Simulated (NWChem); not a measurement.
Species: CN anion

```xyz
2

C      0.0000     0.0000    -0.6332
N      0.0000     0.0000     0.5409
```
Atoms are numbered in this order, from 1.

Program: NWChem. Coordinates come from a B3LYP/def2-SVPD optimisation. Level: M06-2X/aug-cc-pVDZ with COSMO at NWChem's default radii, gas-phase geometry; rows give the dielectric constant. Reactions with the solvent are ignored.

For dielectric constant 2.4:

- electrostatic solvation energy (kcal/mol) = -41.0

Problem. How do the values read with dielectric constant 7.6 instead?

Solution. 
- electrostatic solvation energy (kcal/mol): -61.2
